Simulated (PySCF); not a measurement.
**Highest orbital energy against ionisation energy along group 15**

Calculated with PySCF 2.14, no spin-orbit coupling. Each cell gives −ε(HOMO) / ΔSCF in eV; NIST values include spin-orbit coupling, (s) semi-empirical, (t) theoretical.

| species | UHF | LDA | PBE | PBE0 | r2SCAN | NIST (lowest levels) |
| --- | --- | --- | --- | --- | --- | --- |
| N (aug-cc-pCVTZ-DK, spin-free X2C) | 15.526 / 13.888 | 8.401 / 15.002 | 8.297 / 14.727 | 10.208 / 14.697 | 8.891 / 14.801 | 14.534 |
| P (aug-cc-pCVTZ-DK, spin-free X2C) | 10.659 / 9.897 | 6.290 / 10.569 | 6.284 / 10.482 | 7.523 / 10.520 | 6.691 / 10.626 | 10.487 |
| Sb (aug-cc-pwCVTZ-DK3, spin-free X2C) | 9.097 / 8.568 | 5.530 / 9.125 | 5.468 / 8.965 | 6.524 / 9.039 | 5.829 / 9.159 | 8.608 |
| Bi (aug-cc-pwCVTZ-DK3, spin-free X2C) | 8.696 / 8.212 | 5.295 / 8.764 | 5.202 / 8.572 | 6.214 / 8.644 | 5.563 / 8.764 | 7.286 |

How far is −ε(HOMO) from ΔSCF on average for each method, and why?

UHF 0.85 eV; LDA -4.49 eV; PBE -4.37 eV; PBE0 -3.11 eV; r2SCAN -4.09 eV. Hartree-Fock orbital energies lack relaxation and so exceed the ΔSCF value; semilocal functionals have convex E(N) from self-interaction, so their HOMO lies far too high; exact exchange moves hybrids part of the way back.
